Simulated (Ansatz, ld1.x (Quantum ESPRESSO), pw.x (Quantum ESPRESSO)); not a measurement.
## Rh (Z = 45): one change to the TM potential, in the atom and in the diamond crystal

rhodium, norm-conserving Troullier–Martins (Kleinman–Bylander form), made with ld1.x (Quantum ESPRESSO) 7.5 (LDA (PW92), scalar-relativistic). Core [Kr], reference 4d8 5s1 5p0. Waves: 5p (bound, empty): rc 2.70 bohr; 4d (bound): rc 1.45 bohr; 5s (bound): rc 2.70 bohr. Local part: the s channel. Core correction: Bessel-smoothed model core inside 0.70 bohr.

Change: local potential all-electron potential smoothed inside 1.10 bohr (lloc = -2).

Cutoffs, loose and tight: the cutoffs (Ry, on a coarse ladder) from which the occupation-weighted sum of valence levels, in a spherical-Bessel basis at the reference potential, stays within 10 and 1 mRy of its value at 400 Ry. They do not see the model core or the augmentation charge, which bear on the density cutoff. Test errors are all-electron minus pseudo excitation energies from the reference, over the configurations 4d8 5s0 5p0; 4d7 5s0 5p0; 4d6 5s0 5p0; 4d8 5s0.5 5p0; 4d7 5s2 5p0; 4d7 5s1 5p0; 4d7 5s1 5p1 (two spin-polarised tests are not counted in the largest error); variants that change the core or the reference have their own tests.

Crystal test: diamond Rh in pw.x 7.5, no spin, 9³ k-points, Fermi–Dirac smearing 0.01 Ry, cutoffs set for each file from its atomic test. The reference is all-electron LAPW (Ansatz 0.2.0) with the same functional, mesh and smearing; V0 and B0 come from Birch–Murnaghan fits to the pressures at five volumes. Errors are pseudo minus all-electron; Δ is the rms difference of the E(V) curves that follow from these fits, minima aligned, over ±6 % about the mean V0. Mesh and smearing are coarse, so the numbers serve the comparison and aren't converged zero-temperature values; the lattice is a test structure that the element need not adopt.

All-electron: a0 = 5.395 Å (V0 = 19.63 Å³/atom), B0 = 160.3 GPa.

Task: Does the change bring the crystal closer to the all-electron result?

Result: The mean pressure error goes from +10.20 to +33.89 GPa, so the change moves the solid further from the all-electron pressures. Neither pressure curve crosses zero within the volumes sampled, so no fits are given.

```tsv
quantity	base	changed
outcome (atom)	generated	generated
cutoff, loose (atom)	60 Ry	60 Ry
cutoff, tight (atom)	80 Ry	80 Ry
bound ghosts (atom)	none	s, p
largest test error (meV) (atom)	-676	-67 over the solved tests; 1 of 9 tests not solved or not reliable
cutoffs in pw.x (Ry)	100/400	100/400
mean pressure error (GPa)	+10.20	+33.89
```

Base: The largest radius (2.70 bohr) exceeds half the bond length (2.21 bohr), so the spheres overlap, which is one possible source of error among others. This is a poor potential for the solid. Changed file: The largest radius (2.70 bohr) exceeds half the bond length (2.21 bohr), so the spheres overlap, which is one possible source of error among others. This is a poor potential for the solid. Note: ghost states, extra bound levels that the all-electron valence spectrum of the same l lacks: s at -113.4 eV, p at -36.1 eV. A true bound ghost makes a file unfit for plane-wave use. Atomic configuration tests: 1 of 9 tests not solved or not reliable. The atomic cutoffs weigh occupied waves only.
